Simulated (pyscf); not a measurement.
Optimised with ωB97X-D3(BJ)/def2-SVP in PySCF. Correlated levels are frozen-core, on RHF or UHF. ΔMP2 is the change of the MP2 total energy from the triple- to the quadruple-zeta basis.

PBE/def2-TZVP puts the barrier of •O–CH₂–OH -> formic acid (O=CH–OH) + H atom (H•) (bond scission; doublet surface; C–H broken, none formed) at 0.56 eV and the reaction energy at +0.32 eV, from the reactant's lowest minimum found. What do B3LYP-D3(BJ)/def2-TZVP, M06-2X/def2-TZVP, CCSD(T)/def2-TZVPP + ΔMP2(QZVPP) give on the same structures?

B3LYP-D3(BJ): ΔE‡ = 0.70 eV, ΔE = +0.44 eV; M06-2X: ΔE‡ = 0.73 eV, ΔE = +0.32 eV; CCSD(T): ΔE‡ = 0.72 eV, ΔE = +0.27 eV. PBE's barrier lies under all of them, by 0.13 to 0.17 eV. Its reaction energy lies among theirs. •O–CH₂–OH lies 0.30 eV over its isomer HO–CH•–OH, and others may lie lower still (electronic energy, ωB97M-D3(BJ)). One saddle was located; it need not be the lowest between these sides. The CCSD(T) − MP2 part came from Ansatz, without density fitting, on the same reference. A UHF reference is spin-contaminated (<S²> up to 0.85), which harms MP2 most.
